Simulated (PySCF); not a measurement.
# Ionisation energy of He by level of theory

He 1s2 (1S) → He⁺ 1s1 (2S), as a difference of total energies. All numbers are calculated (PySCF 2.14, the non-relativistic Hamiltonian (point nucleus), in dyall-av2z). Correlated levels: valence: nothing frozen; virtual orbitals above 40 to 60 times the deepest correlated orbital energy dropped. The calculations carry no spin-orbit coupling.

```csv
method,ionisation energy (eV)
UHF,23.446
MP2 (valence),24.234
SCS-MP2 (valence),24.392
CCSD (valence),24.415
```

Q: How much does correlation contribute at MP2 (valence)?

A: 24.234 − (23.446) = 0.788 eV, measured against UHF.

Errors of the correlated levels include the incompleteness of this basis.

With two correlated electrons CCSD is exact in that space.

For comparison: 24.587 eV (measured; NIST Atomic Spectra Database, ionization energies).
